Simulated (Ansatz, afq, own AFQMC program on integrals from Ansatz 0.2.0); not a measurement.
Two steps: Ansatz 0.2.0 writes the Fock matrix and Cholesky factors of the valence space, and afq projects on them the lowest state that overlaps trial and start.

```yaml
crystal:
  periodic: [false, false, false]
  atoms:
    - {symbol: Ge, position_ang: [0.000000, -0.045054, 0.336205]}
    - {symbol: O, position_ang: [0.000000, 0.151798, -1.443563]}
    - {symbol: H, position_ang: [0.000000, 1.535873, 0.576619]}
    - {symbol: H, position_ang: [0.000000, -0.698502, -1.891995]}
basis:
  gaussian: {orbitals: cc-pVTZ}
magnetization: {spin_polarized: false}
correlation: {method: ccsd_t, electrons: outside_noble_gas, hamiltonian_folder: ham}
```

```sh
$ ansatz run in.yaml --threads 1 --pin off --events-out ev --progress --plain --max-ram 15360MiB --backend cuda --devices 0, --max-vram 18GiB
```

Options of the walk:

```
--method phaseless --trial hf --walkers 1600 --populations 20 --least-time 40 --time-step 0.005 --steps-per-block 20 --equilibration-blocks 112 --max-blocks 4000 --target-error 0.001050 --factor-cut 1e-05 --seed 4685 --taylor-order 6
```

Times are imaginary, in 1/Eh. The walk had a cap of 95 s. With eight or more populations the least sampling time is a fifth of least-time, and the error comes from their spread. Filled inner d shells are frozen with the cores.

Log:

```
orbitals 86  electrons 6 6  factors 574 of 621
reference energy -2151.45798074 Eh
CCSD correlation -0.36326055 Eh in 11 cycles, weight of the determinant in the CISD state 0.8719
energy of the start -2151.457980 Eh
 block  time / (1/Eh)  mean weight  energy / Eh
     1     0.100  1.0026  -2151.584446
     2     0.200  1.0033  -2151.652652
     3     0.300  1.0024  -2151.692800
     4     0.400  1.0021  -2151.715458
     5     0.500  1.0012  -2151.733201
     7     0.700  1.0013  -2151.770455
     9     0.900  1.0015  -2151.786267
    23     2.300  1.0008  -2151.832387
    67     6.700  1.0002  -2151.838250
   111    11.100  0.9992  -2151.833121
   155    15.500  0.9999  -2151.840053
   199    19.900  0.9995  -2151.845151
   243    24.300  1.0009  -2151.843593
   287    28.700  1.0007  -2151.854139
   331    33.100  1.0001  -2151.843393
   375    37.500  1.0001  -2151.818183
   419    41.900  0.9995  -2151.839798
   463    46.300  0.9992  -2151.836896
   507    50.700  1.0000  -2151.842814
   551    55.100  0.9996  -2151.843160
   595    59.500  1.0013  -2151.838405
   639    63.900  0.9996  -2151.847961
   683    68.300  0.9986  -2151.839396
   727    72.700  0.9997  -2151.836819
   771    77.100  0.9992  -2151.833734
   815    81.500  1.0007  -2151.855140
   859    85.900  0.9996  -2151.851015
   881    88.100  1.0001  -2151.841361
error from the spread of 20 populations
energy -2151.839904 +/- 0.001031 Eh
(rows thinned)
```

The run passed its tests (sampling time, drift between the halves within three errors, error under three times the target), which doesn't prove that it has relaxed.

Against this walk (error 28.1 meV) on the same determinant: CCSD(T) 139.5 meV higher, CCSDT(Q) 103.9 meV higher, a separate phaseless walk with a CISD trial and standard settings 115.2 ± 28.6 meV higher. The error is statistical and leaves out the bias of the constraint. CCSDT(Q) is the surest value here, so the walk's 104 meV below it is most likely the bias of the constraint with this trial, which can have either sign.

Cautions: constraint bias not in the error; no relativity below Rb; no spin-orbit coupling; inner d shell frozen.

The walk took 47 s on 2 threads of a server CPU with a shared H100 80 GB, shared host (the card was shared). The log's last line is the phaseless energy.

CCSDT and higher add their correlation energy to the determinant of the CCSD(T) run, since their own runs factorise the integrals more tightly (a shift of under 2 meV). A walk keeps the symmetry of its determinant, which the program's search chose and which needn't be the lowest solution, so a lower state of the same spin and another symmetry isn't excluded.
